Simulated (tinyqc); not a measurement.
Worked calculation: CIS and TDHF on RHF in the sto-3g basis, frozen core, for H2O, spin multiplicity 1. One step of it, computed by the program tinyqc.

Problem. TDHF (RPA) singlet states. B(ia,jb) = 2 (ia|jb) - (ib|ja); the squared energies are the eigenvalues of (A - B)(A + B); 1 hartree = 27.211386 eV.

CIS matrix A, singlet (hartree):
```
          2>6        2>7        3>6       3>7       4>6        4>7       5>6       5>7
2>6  1.354043   0.000000   0.000000  0.053215  0.068158   0.000000  0.000000  0.000000
2>7  0.000000   1.378378  -0.023577  0.000000  0.000000  -0.017774  0.000000  0.000000
3>6  0.000000  -0.023577   0.673077  0.000000  0.000000   0.043088  0.000000  0.000000
3>7  0.053215   0.000000   0.000000  0.914649  0.134000   0.000000  0.000000  0.000000
4>6  0.068158   0.000000   0.000000  0.134000  0.614598   0.000000  0.000000  0.000000
4>7  0.000000  -0.017774   0.043088  0.000000  0.000000   0.639938  0.000000  0.000000
5>6  0.000000   0.000000   0.000000  0.000000  0.000000   0.000000  0.406872  0.000000
5>7  0.000000   0.000000   0.000000  0.000000  0.000000   0.000000  0.000000  0.455995
```

Two-electron integrals over orbitals (pq|rs), unique and non-zero (hartree); the lowest 1 orbital is frozen and left out:
```
(22|22) 0.724783    (32|32) 0.135812    (33|22) 0.629543    (33|33) 0.611189
(42|22) -0.013091   (42|33) 0.004683    (42|42) 0.127905    (43|32) 0.024050
(43|43) 0.052869    (44|22) 0.663574    (44|33) 0.579002    (44|42) -0.097926
(44|44) 0.726721    (52|52) 0.147578    (53|53) 0.027550    (54|52) -0.046774
(54|54) 0.051796    (55|22) 0.750632    (55|33) 0.614742    (55|42) -0.078590
(55|44) 0.702508    (55|55) 0.880159    (62|22) 0.137409    (62|33) 0.072515
(62|42) 0.026608    (62|44) 0.069396    (62|55) 0.148091    (62|62) 0.098567
(63|32) -0.034680   (63|43) -0.033202   (63|63) 0.069802    (64|22) 0.113940
(64|33) 0.048051    (64|42) -0.048461   (64|44) 0.130803    (64|55) 0.139078
(64|62) 0.059328    (64|64) 0.089471    (65|52) 0.053587    (65|54) 0.002901
(65|65) 0.036030    (66|22) 0.607358    (66|33) 0.561352    (66|42) 0.050498
(66|44) 0.550499    (66|55) 0.587625    (66|62) 0.097459    (66|64) 0.050771
(66|66) 0.593796    (72|32) 0.047990    (72|43) -0.033849   (72|63) 0.032762
(72|72) 0.065040    (73|22) 0.150909    (73|33) 0.089197    (73|42) -0.080955
(73|44) 0.145537    (73|55) 0.196548    (73|62) 0.071158    (73|64) 0.095337
(73|66) 0.042623    (73|73) 0.158630    (74|32) -0.076402   (74|43) -0.008223
(74|63) 0.049881    (74|72) -0.016264   (74|74) 0.072142    (75|53) 0.023750
(75|75) 0.024336    (76|32) 0.089101    (76|43) 0.056674    (76|63) -0.061850
(76|72) -0.008240   (76|74) -0.060355   (76|76) 0.111322    (77|22) 0.612046
(77|33) 0.593512    (77|42) -0.014754   (77|44) 0.586578    (77|55) 0.611190
(77|62) 0.063256    (77|64) 0.045918    (77|66) 0.558758    (77|73) 0.089164
(77|77) 0.602370
```

Give: TDHF matrix B, singlet; squared energies w^2; TDHF energies from the positive w^2.

Solution.

TDHF matrix B, singlet (hartree):
```
       2>6     2>7     3>6    3>7    4>6     4>7    5>6    5>7
2>6  0.099   0.000   0.000  0.110  0.059   0.000  0.000  0.000
2>7  0.000   0.065  -0.006  0.000  0.000  -0.016  0.000  0.000
3>6  0.000  -0.006   0.070  0.000  0.000   0.004  0.000  0.000
3>7  0.110   0.000   0.000  0.159  0.141   0.000  0.000  0.000
4>6  0.059   0.000   0.000  0.141  0.089   0.000  0.000  0.000
4>7  0.000  -0.016   0.004  0.000  0.000   0.072  0.000  0.000
5>6  0.000   0.000   0.000  0.000  0.000   0.000  0.036  0.000
5>7  0.000   0.000   0.000  0.000  0.000   0.000  0.000  0.024
```

squared energies w^2 (hartree^2): 0.164  0.207  0.310  0.368  0.486  0.844  1.832  1.899

TDHF energies from the positive w^2 (eV): 11.028  12.391  15.141  16.506  18.978  24.993  36.829  37.495
